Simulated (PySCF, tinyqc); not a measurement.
Ways to converge the cycle: SCF convergence aids in the sto-6g basis, for H2O, spin multiplicity 1. Computed by the program tinyqc with PySCF. RHF with one setting changed at a time; a run stops when the energy changes by less than 1e-09 hartree and the error matrix is below 1e-5. The start is random orbitals. Damping d keeps d of the old density; a shift (hartree) raises the virtual levels; DIIS n extrapolates F over n matrices.

Geometry (angstrom):
```
atom       x        y       z
O     0.0000   0.0000  0.0000
H     0.0000   1.0410  0.7620
H     0.0000  -1.0410  0.7620
```

lowest restricted solution found by these runs and by PySCF = -75.555755 hartree

Largest element of the error matrix X^T (FDS - SDF) X:
```
iteration    plain  damping 0.3  damping 0.6  shift 0.4   DIIS 3   DIIS 8
1          1.6e+01      1.6e+01      1.6e+01    1.6e+01  1.6e+01  1.6e+01
2          5.4e-01      4.7e+00      9.4e+00    5.1e-01  5.4e-01  5.4e-01
3          2.7e-01      1.5e+00      5.6e+00    2.0e-01  2.7e-01  2.7e-01
4          1.1e-01      4.5e-01      3.4e+00    1.0e-01  4.0e-02  4.0e-02
5          3.6e-02      1.4e-01      2.0e+00    7.8e-02  2.3e-02  2.2e-02
6          1.6e-02      4.3e-02      1.2e+00    6.0e-02  8.3e-03  7.7e-03
8          5.4e-03      2.3e-02      4.5e-01    3.5e-02  5.2e-04  2.1e-04
10         2.1e-03      1.3e-02      1.7e-01    2.0e-02  9.4e-05  1.1e-05
14         3.2e-04      3.8e-03      2.5e-02    6.1e-03        -        -
20         1.9e-05      6.0e-04      9.5e-03    1.1e-03        -        -
30               -      2.8e-05      1.9e-03    5.6e-05        -        -
45               -            -      1.6e-04          -        -        -
60               -            -      1.4e-05          -        -        -
```

How each run ends:
```
run          iterations  E (hartree)                                                        state
plain                22   -75.555755                                                 lowest found
damping 0.3          34   -75.555755                                                 lowest found
damping 0.6         >60   -75.555755  falls steadily but slowly, by a factor of about 0.85 a step
shift 0.4            37   -75.555755                                                 lowest found
DIIS 3               13   -75.555755                                                 lowest found
DIIS 8               11   -75.555755                                                 lowest found
```

What does the comparison show, and why?

5 of 6 runs reach the lowest restricted solution found, in 11 to 37 iterations (fastest: DIIS 8). Not converged: damping 0.6. Plain steps already contract here, so damping only slows them. DIIS 3 and DIIS 8 gain by cancelling the error over several earlier matrices, much as a quasi-Newton step does. The restricted reference is unstable here: a spin-polarised solution lies 0.0023 hartree lower (PySCF), so results built on it describe a poor reference.
